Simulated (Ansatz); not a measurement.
A made-up structure of AlSiH4 (charge +1), closed shell:

```
6
angstrom
Al 0.2735 1.1287 0.0504
Si -0.3246 -1.3426 -0.0610
H -1.7206 -1.5162 0.1323
H 0.8422 -2.1172 -0.2954
H 0.3012 2.0908 -1.1261
H 0.6613 1.8930 1.3058
```

It is relaxed with PBE-D4/def2-SVP and then PBE0-D4/def2-TZVP (Ansatz 0.2.0). Atoms count as bonded within 1.22 times the sum of their covalent radii (H–H: 0.88 Å). The end point is not checked to be a true minimum.

Problem. Does its bonding change? (Judge from chemistry; the calculation decides.)

Solution. Computed: No: no bond forms or breaks.

Where it ends: The first stage lowers the energy by 0.87 eV in 5 steps. It ends as AlSiH₄ ([AlH2][SiH2]), total charge +1:
```tsv
atom	x (Å)	y (Å)	z (Å)
Al1	0.3301	1.3654	0.0613
Si2	-0.2674	-1.1062	-0.0495
H3	-1.6291	-1.6786	0.1053
H4	0.6862	-2.2211	-0.2812
H5	0.2421	2.0062	-1.3645
H6	0.6712	1.7708	1.5346
```

Labels in which every atom is bracketed show which atoms are joined, not bond orders.

For scale, one of the runs: PBE0-D4/def2-TZVP relaxation, 98 basis functions, launched by `ansatz run in.yaml --threads 2 --pin off --events-out ev --progress --plain --max-ram 4352MiB`. The run took about 8.5 s on 2 CPU threads of an Arm Neoverse V1 (shared host).
